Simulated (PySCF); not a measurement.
A database entry of computed molecular properties. Lists by class give the value and the number of equivalent atoms.

```json
{
 "name": "CO2-",
 "formula": "CO2",
 "smiles": "O=[C][O-]",
 "charge": -1,
 "multiplicity": 2,
 "geometry_level": "PBE0-D3(BJ)/def2-SVP",
 "atoms_angstrom": [
  ["O", -1.13, -0.186, -0.004],
  ["C", 0.001, 0.316, -0.019],
  ["O", 1.152, -0.135, -0.002]
 ],
 "electronic_structure_code": "PySCF",
 "results": {
  "PBE0-D3(BJ)/def2-SVP geometry optimisation, gas phase": {
   "point_group": "C2v",
   "rotational_constants_GHz": [255.382, 12.127, 11.577]
  },
  "UKS B3LYP, IGLO-III on C O, non-relativistic, mean-field spin-orbit, GIAO": {
   "g_iso": 2.00076,
   "g_tensor": [1.99721, 2.00166, 2.00339],
   "s2": 0.753,
   "a_iso_by_class_MHz": [
    ["13C", 345.0, 1],
    ["17O", -96.8, 2]
   ],
   "spin_populations_mulliken_by_atom": [0.05, 0.91, 0.05]
  }
 }
}
```

The rotational constants make it an asymmetric top with κ = (2B − A − C)/(A − C) = -1.00, nearer the prolate limit (−1). At 9.50 GHz, hν = g·μB·B₀ (B₀ the magnetic field) puts the centre of the isotropic spectrum, to first order, at 339.2 mT. g_iso is shifted by about -1560 ppm from the free-electron value 2.002319; the principal values span 0.0062. ⟨S²⟩ is 0.003 above the pure-spin value S(S + 1) = 0.75.

Whether the extra electron is bound in the gas phase wasn't checked; a finite basis holds it in any case.

For the EPR job (B3LYP), the run took 4.6 s on one thread of an x86-64 server, on a shared host.
